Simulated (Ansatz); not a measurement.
The input, for Ansatz 0.2.0:

```yaml
crystal:
  periodic: [false, false, false]
  atoms:
    - {symbol: C, position_ang: [0.000000, 0.000000, 0.000000]}
    - {symbol: F, position_ang: [0.000000, 0.000000, 1.315900]}
basis:
  gaussian: {orbitals: 6-31G}
magnetization: {spin_polarized: true, initial_magnetization: 3}
hamiltonian: {xc: hf}
output: {orbitals: {seedname: orbitals}}
```

```sh
$ ansatz run in.yaml --threads 1 --pin off --events-out ev --progress --plain --max-ram 2393MiB
```

Output:

```
202 factors; integrals over basis functions are off by at most 1.7e-4 eV
mean field evaluation 1: about -3727.1945 eV, gradient 1.2e1 eV
mean field evaluation 2: about -3727.2102 eV, gradient 1.2e1 eV
mean field evaluation 4: about -3729.1327 eV, gradient 3.6e0 eV
mean field evaluation 8: about -3729.4308 eV, gradient 1.8e-1 eV
mean field -3729.43126292 eV, -137.0540710130 hartree, gradient 1.7e-5 eV, S^2 3.755085; 0 other end points of the search recorded, 0 dependent functions left out
reference -3729.43126292 eV, -137.0540710130 hartree; 9, 6 occupied and 9, 12 virtual orbitals, 202 factors
Total energy: -3729.43126292 eV, -137.0540710130 hartree
```

Ran on 1 thread of Arm Neoverse V2, shared host: 0.06 s wall, 0.06 GiB peak host memory.
